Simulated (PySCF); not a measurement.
**CCSDT(Q)/STO-6G run of SiO2 (silicon dioxide molecule)**

What is the energy change on altering one bond length of SiO2 (silicon dioxide molecule) at CCSDT(Q)/STO-6G? Input form: a Python script.

Program for the calculation: PySCF 2.14.0.

8 further runs of the same task are left out: 1 that didn't finish, 7 set aside as unsound or not needed.

**1. Starting point**

SiO2 has 3 atoms, charge 0, and is taken as a singlet. SMILES: `O=[Si]=O`. The shape is that of a GFN2-xTB optimisation.

Bond lengths: O1–Si2 1.491 Å, Si2–O3 1.491 Å. Angles: O1–Si2–O3 179.9°.

**2. A single-point energy at CCSDT(Q)/STO-6G**

The input, job.py:

```python
from pyscf import gto, scf, cc

mol = gto.M(
    atom='O 0.691230 1.217290 0.513740; Si -0.000730 0.000440 -0.000160; O -0.690510 -1.217740 -0.513580',
    verbose=4,
    max_memory=1860,
    basis='sto-6g',
    spin=0,
    charge=0,
)

hf = scf.RHF(mol)
hf.conv_tol = 1e-10
hf.kernel()
if not hf.converged:
    hf = hf.newton().run(hf.mo_coeff, hf.mo_occ)

mycc = cc.CCSDT(hf, frozen=7)
mycc.kernel()
e_bracket, e_q = mycc.ccsdt_q()
energy = mycc.e_tot + e_q
print('Final energy', energy)
```

Launch:

```console
$ OMP_NUM_THREADS=1 python job.py
```

The program printed:

```text
PySCF version 2.14.0

[INPUT] num. atoms = 3
[INPUT] num. electrons = 30
[INPUT] charge = 0
[INPUT] spin (= nelec alpha-beta = 2S) = 0
[INPUT] symmetry False subgroup None
[INPUT] Mole.unit = angstrom
[INPUT] Symbol           X                Y                Z      unit          X                Y                Z       unit  Magmom
[INPUT]  1 O      0.691230000000   1.217290000000   0.513740000000 AA    1.306235389083   2.300344714172   0.970827899234 Bohr   0.0
[INPUT]  2 Si    -0.000730000000   0.000440000000  -0.000160000000 AA   -0.001379500071   0.000831479495  -0.000302356180 Bohr   0.0
[INPUT]  3 O     -0.690510000000  -1.217740000000  -0.513580000000 AA   -1.304874786273  -2.301195090928  -0.970525543054 Bohr   0.0

nuclear repulsion = 90.84965725506
number of shells = 11
number of NR pGTOs = 114
number of NR cGTOs = 19
basis = sto-6g
ecp = {}

******** <class 'pyscf.scf.hf.RHF'> ********
method = RHF
initial guess = minao
damping factor = 0
level_shift factor = 0
DIIS = <class 'pyscf.scf.diis.CDIIS'>
diis_start_cycle = 1
diis_space = 8
diis_damp = 0
SCF conv_tol = 1e-10
SCF conv_tol_grad = None
SCF max_cycles = 50
direct_scf = True
direct_scf_tol = 1e-13
Set gradient conv threshold to 1e-05
Initial guess from minao.
init E= -436.992563332368
  HOMO = -0.452270187059644  LUMO = -0.0114319009426644  gap/eV = 11.99582
cycle= 1 E= -436.591512598316  delta_E= 0.401  |g|= 0.773  |ddm|= 2.77
  HOMO = -0.150170325065941  LUMO = 0.277660441846047  gap/eV = 11.64187
cycle= 2 E= -436.748418666497  delta_E= -0.157  |g|= 0.515  |ddm|= 1.91
  HOMO = -0.28735573598772  LUMO = 0.283643346837183  gap/eV = 15.53768
cycle= 3 E= -436.840588073373  delta_E= -0.0922  |g|= 0.0182  |ddm|= 0.692
  HOMO = -0.293107363488193  LUMO = 0.293549287529305  gap/eV = 15.96374
cycle= 4 E= -436.840802874808  delta_E= -0.000215  |g|= 0.00502  |ddm|= 0.0532
  HOMO = -0.292015986183115  LUMO = 0.29339808571835  gap/eV = 15.92993
cycle= 5 E= -436.840823864015  delta_E= -2.1e-05  |g|= 0.00202  |ddm|= 0.0143
  HOMO = -0.292138399591618  LUMO = 0.293540939061174  gap/eV = 15.93715
cycle= 6 E= -436.840828486819  delta_E= -4.62e-06  |g|= 0.000327  |ddm|= 0.0101
  HOMO = -0.292166051004894  LUMO = 0.293533665576257  gap/eV = 15.93770
cycle= 7 E= -436.840828519394  delta_E= -3.26e-08  |g|= 0.000176  |ddm|= 0.000691
  HOMO = -0.292182616040231  LUMO = 0.293528131710531  gap/eV = 15.93800
cycle= 8 E= -436.840828530495  delta_E= -1.11e-08  |g|= 1.11e-05  |ddm|= 0.000263
  HOMO = -0.292184218690905  LUMO = 0.293529634844425  gap/eV = 15.93809
cycle= 9 E= -436.840828530535  delta_E= -4e-11  |g|= 1e-06  |ddm|= 1.71e-05
  HOMO = -0.292184278452048  LUMO = 0.293529669976207  gap/eV = 15.93809
Extra cycle  E= -436.840828530536  delta_E= -1.36e-12  |g|= 6.7e-07  |ddm|= 2.89e-06
converged SCF energy = -436.840828530536

******** <class 'pyscf.cc.rccsdt.RCCSDT'> ********
RCCSDT nocc = 8, nmo = 12
Allocating only the i<=j<=k part of the T3 amplitude in memory
frozen orbitals 7
max_cycle = 50
conv_tol = 1e-07
conv_tol_normt = 1e-06
diis with the T3 amplitude
diis_space = 6
diis_start_cycle = 0
diis_start_energy_diff = 1e+09
einsum_backend: numpy
_make_eris_incore_RCCSDT
blksize  8    blksize_oovv  4    blksize_oooo  4    blksize_vvvv  1

WARN: A large `blksize` is being used, which may cause large memory consumption
      for storing contraction intermediates. If memory is sufficient, consider using
      `pyscf.cc.rccsdt_highm.RCCSDT` instead.

Approximate memory usage estimate
    T3 memory                60.0 KB
    R3 memory                60.0 KB
    Symmetrized T3 memory    36.0 KB
    ERIs memory               162 KB
    T1-ERIs memory            162 KB
    Intermediates memory      162 KB
    Block workspace          96.0 KB
    T3 einsum buffer         96.0 KB
Total estimated memory        834 KB
Init t2, MP2 energy = -437.043922527629  E_corr(MP2) -0.203093997093
Init E_corr(RCCSDT) = -0.203093997093053
cycle =  1  E_corr(RCCSDT) = -0.151790194348  dE =  5.130380274533e-02  norm(d tamps) = 1.98188060e-01
cycle =  2  E_corr(RCCSDT) = -0.260270847228  dE = -1.084806528806e-01  norm(d tamps) = 2.21073561e-01
cycle =  3  E_corr(RCCSDT) = -0.214439731354  dE =  4.583111587389e-02  norm(d tamps) = 2.26559064e-01
cycle =  4  E_corr(RCCSDT) = -0.220250428783  dE = -5.810697428164e-03  norm(d tamps) = 1.58466266e-02
cycle =  5  E_corr(RCCSDT) = -0.222500184975  dE = -2.249756192811e-03  norm(d tamps) = 8.04712743e-03
cycle =  6  E_corr(RCCSDT) = -0.222781871830  dE = -2.816868543663e-04  norm(d tamps) = 2.33325111e-03
cycle =  7  E_corr(RCCSDT) = -0.222549328346  dE =  2.325434839372e-04  norm(d tamps) = 1.41831023e-03
cycle =  8  E_corr(RCCSDT) = -0.222608112754  dE = -5.878440858237e-05  norm(d tamps) = 6.36642418e-04
cycle =  9  E_corr(RCCSDT) = -0.222605303357  dE =  2.809397479375e-06  norm(d tamps) = 2.93237405e-04
cycle = 10  E_corr(RCCSDT) = -0.222608667505  dE = -3.364147708323e-06  norm(d tamps) = 1.50280240e-04
cycle = 11  E_corr(RCCSDT) = -0.222611559125  dE = -2.891620488082e-06  norm(d tamps) = 7.33213696e-05
cycle = 12  E_corr(RCCSDT) = -0.222601649128  dE =  9.909997043728e-06  norm(d tamps) = 4.52822247e-05
cycle = 13  E_corr(RCCSDT) = -0.222602966317  dE = -1.317188761479e-06  norm(d tamps) = 1.80142685e-05
cycle = 14  E_corr(RCCSDT) = -0.222603077076  dE = -1.107592067229e-07  norm(d tamps) = 8.22739329e-06
cycle = 15  E_corr(RCCSDT) = -0.222602806545  dE =  2.705309162798e-07  norm(d tamps) = 5.19050002e-06
cycle = 16  E_corr(RCCSDT) = -0.222603407827  dE = -6.012820880918e-07  norm(d tamps) = 3.34905822e-06
cycle = 17  E_corr(RCCSDT) = -0.222603508047  dE = -1.002201742151e-07  norm(d tamps) = 1.96689234e-06
cycle = 18  E_corr(RCCSDT) = -0.222603629184  dE = -1.211361272679e-07  norm(d tamps) = 1.32224585e-06
cycle = 19  E_corr(RCCSDT) = -0.222603687319  dE = -5.813559089685e-08  norm(d tamps) = 8.22352149e-07
RCCSDT converged
E(RCCSDT) = -437.0634322178553   E_corr = -0.2226036873191629
E_corr(same-spin) = -0.0567328638028252
E_corr(oppo-spin) = -0.165870823516338
_make_eris_incore_RCCSDT
[Q] correction =  1.019250019585e-02    (Q) correction = -1.851603072713e-03
Final energy -437.065283820928
```

Wall time 2.4 s (1 thread of Arm Neoverse V1, shared host); peak memory 0.1 GiB.

**3. The distorted shape at the same level**

The input, calc.py:

```python
from pyscf import gto, scf, cc

mol = gto.M(
    atom='O 1.521581 2.677508 1.130419; Si -0.000730 0.000440 -0.000160; O -0.690510 -1.217740 -0.513580',
    verbose=4,
    basis='sto-6g',
    spin=0,
    max_memory=1860,
)

mf = scf.RHF(mol)
mf.conv_tol = 1e-10
mf.kernel()
if not mf.converged:
    mf = mf.newton().run(mf.mo_coeff, mf.mo_occ)

mycc = cc.CCSDT(mf, frozen=7)
mycc.kernel()
e_bracket, e_q = mycc.ccsdt_q()
e_final = mycc.e_tot + e_q
print('E(%s) = %.9f' % ('CCSDT(Q)', e_final))
```

Launch:

```console
$ OMP_NUM_THREADS=1 python calc.py
```

The program printed:

```text
PySCF version 2.14.0

[INPUT] num. atoms = 3
[INPUT] num. electrons = 30
[INPUT] charge = 0
[INPUT] spin (= nelec alpha-beta = 2S) = 0
[INPUT] symmetry False subgroup None
[INPUT] Mole.unit = angstrom
[INPUT] Symbol           X                Y                Z      unit          X                Y                Z       unit  Magmom
[INPUT]  1 O      1.521581000000   2.677508000000   1.130419000000 AA    2.875371366342   5.059756816332   2.136182316005 Bohr   0.0
[INPUT]  2 Si    -0.000730000000   0.000440000000  -0.000160000000 AA   -0.001379500071   0.000831479495  -0.000302356180 Bohr   0.0
[INPUT]  3 O     -0.690510000000  -1.217740000000  -0.513580000000 AA   -1.304874786273  -2.301195090928  -0.970525543054 Bohr   0.0

nuclear repulsion = 64.9116343698412
number of shells = 11
number of NR pGTOs = 114
number of NR cGTOs = 19
basis = sto-6g
ecp = {}

******** <class 'pyscf.scf.hf.RHF'> ********
method = RHF
initial guess = minao
damping factor = 0
level_shift factor = 0
DIIS = <class 'pyscf.scf.diis.CDIIS'>
diis_start_cycle = 1
diis_space = 8
diis_damp = 0
SCF conv_tol = 1e-10
SCF conv_tol_grad = None
SCF max_cycles = 50
direct_scf = True
direct_scf_tol = 1e-13
Set gradient conv threshold to 1e-05
[... 1 set-up line as earlier in the session ...]
init E= -436.06019459391
  HOMO = -0.337145639073469  LUMO = -0.297211835499941  gap/eV = 1.08665
cycle= 1 E= -435.643597310783  delta_E= 0.417  |g|=  1.1  |ddm|= 2.68
  HOMO = -0.0385031097145533  LUMO = 0.406054771104312  gap/eV = 12.09704
[... 37 lines left out ...]
converged SCF energy = -436.770260916929
[... 16 lines left out ...]
WARN: A large `blksize` is being used, which may cause large memory consumption
[... 13 lines left out ...]
Init t2, MP2 energy = -436.923242473308  E_corr(MP2) -0.152981556378
[... 42 lines left out ...]
RCCSDT converged
[... 5 lines left out ...]
E(CCSDT(Q)) = -436.960200092
```

It took 3 s on 1 thread of Arm Neoverse V1, shared host; peak memory 0.1 GiB.

**4. Summary of results**

At CCSDT(Q)/STO-6G, 7 core orbitals frozen:

| quantity | value |
| --- | --- |
| first shape: total energy | -437.06528 Eh |
| first shape: dipole moment (Hartree–Fock density) | 0.01 D |
| first shape: HOMO energy (Hartree–Fock orbitals) | -7.95 eV |
| first shape: LUMO energy (Hartree–Fock orbitals) | 7.99 eV |
| first shape: HOMO–LUMO gap (Hartree–Fock orbitals) | 15.94 eV |
| first shape: correlation energy (7 core orbitals frozen) | -224.5 mEh |
| first shape: T1 diagnostic | 0.037 |
| distorted shape: total energy | -436.96020 Eh |
| distorted shape: dipole moment (Hartree–Fock density) | 1.85 D |
| distorted shape: HOMO energy (Hartree–Fock orbitals) | -8.00 eV |
| distorted shape: LUMO energy (Hartree–Fock orbitals) | 6.10 eV |
| distorted shape: HOMO–LUMO gap (Hartree–Fock orbitals) | 14.10 eV |
| distorted shape: correlation energy (7 core orbitals frozen) | -189.9 mEh |
| distorted shape: T1 diagnostic | 0.024 |
| energy change with the O1–Si2 bond stretched from 1.491 to 3.281 Å | 2.859 eV |

In words: With the O1–Si2 bond stretched from 1.491 to 3.281 Å the energy rises by 2.86 eV (276 kJ/mol). The first shape isn't relaxed at this level, so the change isn't measured from a minimum. The minimal basis adds a large error of its own. The T1 diagnostic (first shape) of 0.037 is above the customary mark for such species, so a single reference may not serve. The T1 diagnostic (distorted shape) of 0.024 is above the customary mark for such species, so a single reference may not serve. Mulliken charges (distorted shape) of the mean-field density run from -0.52 on O3 to +0.52 on Si2; they depend strongly on the basis.
